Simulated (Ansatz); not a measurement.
in.yaml

```yaml
crystal:
  periodic: [false, false, false]
  atoms:
    - {symbol: Br, position_ang: [0.000000, -0.045732, 0.022075]}
    - {symbol: H, position_ang: [0.000000, 2.670772, -2.817908]}
    - {symbol: H, position_ang: [0.000000, 0.954643, 1.067922]}
basis:
  gaussian: {orbitals: def2-TZVP}
total_charge: 1
magnetization: {spin_polarized: true, initial_magnetization: 0}
correlation: {method: mp2, electrons: valence}
```

```sh
$ ansatz run in.yaml --threads 1 --pin off --events-out ev --progress --plain --max-ram 2393MiB
```

Output:

```
425 factors; integrals over basis functions are off by at most 7.8e-4 eV
mean field evaluation 1: about -70013.5781 eV, gradient 1.8e1 eV
mean field evaluation 2: about -70013.5807 eV, gradient 1.8e1 eV
mean field evaluation 4: about -70015.3931 eV, gradient 2.1e0 eV
mean field evaluation 8: about -70015.4707 eV, gradient 1.1e-3 eV
mean field evaluation 16: about -70017.0139 eV, gradient 3.4e0 eV
mean field evaluation 32: about -70017.8627 eV, gradient 1.5e-4 eV
mean field evaluation 64: about -70017.8511 eV, gradient 1.0e-1 eV
mean field evaluation 96: about -70017.8617 eV, gradient 5.3e-2 eV
mean field evaluation 128: about -70015.3935 eV, gradient 2.1e0 eV
mean field -70017.86273670 eV, -2573.1089957617 hartree, gradient 9.7e-9 eV, S^2 1.006280; 11 other end points of the search recorded, 0 dependent functions left out
9 core orbitals not correlated: weight in the atoms' cores, before any rotation towards them, 1.000 or more for the frozen orbitals, at most 0.000 for the correlated occupied ones
reference -70017.86273670 eV, -2573.1089957617 hartree; 9, 9 occupied and 42, 42 virtual orbitals, 425 factors
second order -6.71816647 eV of doubles, -0.00000000 eV of singles
Total energy: -70024.58090317 eV, -2573.3558838257 hartree
```

Ran on 1 thread of AMD EPYC 9B14, shared host: 1.9 s wall, 0.23 GiB peak host memory.
